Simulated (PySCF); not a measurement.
Gas-phase reaction: 2 BClF ⇌ BCl₂ + BF₂

Method: PySCF energies plus ideal-gas RRHO corrections (1 bar). The comparison is the NASA 1993 polynomial table, which mixes measured and estimated data. After a fit of one offset per element over all species, the range-separated, M06-2X, PBE0/def2-QZVP and CCSD(T)/def2-TZVPP enthalpies, where run, lie to one side of the table for BClF (+50 kJ/mol), BCl₂ (+48 kJ/mol), BF₂ (+92 kJ/mol): a fault of the table's entry, another state or a shared error of the levels is possible; this was not checked at source. † marks an energy on the PBE0/def2-TZVP geometry and frequencies; other levels use their own. CCSD(T) freezes the core. Open shells (unrestricted): BClF (multiplicity 2), BCl₂ (multiplicity 2), BF₂ (multiplicity 2). For this reaction the table lies outside the span of B3LYP, CCSD(T), M06-2X, MP2, PBE0, r2SCAN, ωB97M-V, ωB97X-V in their largest bases here; which side is off was not settled. CCSD(T) isn't extrapolated to the basis-set limit; its ΔH°(298 K) is -6.4 kJ in def2-SVP and -7.1 kJ in def2-TZVPP. The harmonic model lacks anharmonicity and excited electronic states, which grow with temperature; levels with a mode under 35 cm⁻¹ are left out. The table's entry may be an old estimate for BClF, BCl₂, BF₂ (not checked at source).

```tsv
level	ΔH°(298 K), kJ	minus table	ΔG°(1200 K), kJ
table	-41.9	-	-32.5
CCSD(T)/def2-SVP†	-6.4	35.5	8.4
M06-2X/def2-TZVP†	-6.4	35.5	8.3
PBE0/def2-QZVP†	-5.5	36.4	9.2
PBE0/def2-TZVP	-5.8	36.1	8.9
LDA/def2-TZVP†	-6.0	35.9	8.8
ωB97M-V/def2-TZVP†	-4.8	37.1	9.9
```
